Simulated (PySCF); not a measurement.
TDDFT excited states: C3H5ClO

Species: epichlorohydrin, C3H5ClO.
SMILES: `O1C[C@H]1CCl`

Level of theory: PySCF, TDDFT PBE0/def2-SVPD, vertical, gas phase, core orbitals frozen in the response. One conformer (not necessarily the lowest) at the GFN2-xTB geometry, without solvent, vibrations or thermal averaging. Torsions of this conformer, `[Cl:1][CH2:2][C@@H:3]1[CH2:4][O:5]1`: Cl1–C2–C3–C4 -86°.

**Question.** Predict the UV-vis stick spectrum at this level.

**Answer.** 

```tsv
state	E (eV)	E (kJ/mol)	λ (nm)	f	|μ| (D)	main configurations (H = HOMO, L = LUMO)
S1	7.15	690	173.5	0.017	0.79	H→L (87%), H-2→L (8%)
S2	7.34	709	168.8	0.0052	0.43	H-1→L (94%)
S3	7.75	747	160.1	0.0056	0.44	H-2→L (86%)
S4	7.93	765	156.4	0.022	0.85	H→L+1 (95%)
S5	8.20	791	151.2	0.054	1.31	H-3→L (85%)
S6	8.29	800	149.5	0.011	0.59	H-1→L+1 (69%), H→L+4 (11%)
```

Triplets (Tamm–Dancoff): T1 6.55 eV, H→L (58%), H-2→L (26%), H-1→L (9%); T2 6.63 eV, H-1→L (80%).

The lowest singlet lies at 7.15 eV (173 nm, vacuum ultraviolet) and is weak; its leading configuration is HOMO→LUMO (87%). The strongest level in the table is S5 at 8.20 eV (151 nm, f = 0.054). Löwdin shares by element: HOMO oxygen 53%, chlorine 19%, carbon 14% or more; LUMO chlorine 52%, carbon 23% or more, oxygen 8%, hydrogen 5% or more. Weighted by f, the mean energy of these states is 7.94 eV. Orbital energies (eV): HOMO-3 -9.22, HOMO-2 -8.99, HOMO-1 -8.70, HOMO -8.27, LUMO 0.30, LUMO+1 0.84, LUMO+2 1.26. The oscillator strengths of these states sum to 0.114; summed over the whole spectrum of an exact calculation they would give the number of electrons, 48 (Thomas–Reiche–Kuhn). Only the lowest 6 singlets were computed, as vertical energies without vibronic structure.
